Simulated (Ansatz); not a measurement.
Mulliken charges of C₂H₃Al (`C#[C][AlH2]`) from r2SCAN/def2-TZVPP in Ansatz (PBE0-D4/def2-TZVP geometry).

| atom | x (Å) | y (Å) | z (Å) | charge (e) |
| --- | --- | --- | --- | --- |
| C1 | -0.793 | -1.638 | -0.298 | -0.085 |
| C2 | -0.266 | -0.564 | -0.106 | -0.479 |
| Al3 | 0.565 | 1.124 | 0.195 | 0.655 |
| H4 | -1.257 | -2.583 | -0.467 | 0.219 |
| H5 | 1.357 | 1.805 | -0.990 | -0.155 |
| H6 | 0.437 | 1.792 | 1.621 | -0.155 |

Question: By hand: the dipole of these point charges (1 e Å = 4.8032 D).

Answer: Σ q r = (0.012, 0.022, 0.004) e Å, of length 0.025 e Å = 0.12 D.

Question: How does the dipole of the full density compare? (Best estimate.)

Answer: Computed: (-0.059, -0.119, -0.021) e Å, 0.65 D; the point charges give 0.18 times that, at 178° from its direction, so they point the opposite way.

Point charges leave out the atoms' own dipoles, such as those of lone pairs, and Mulliken's split depends on the basis, so the two needn't agree.
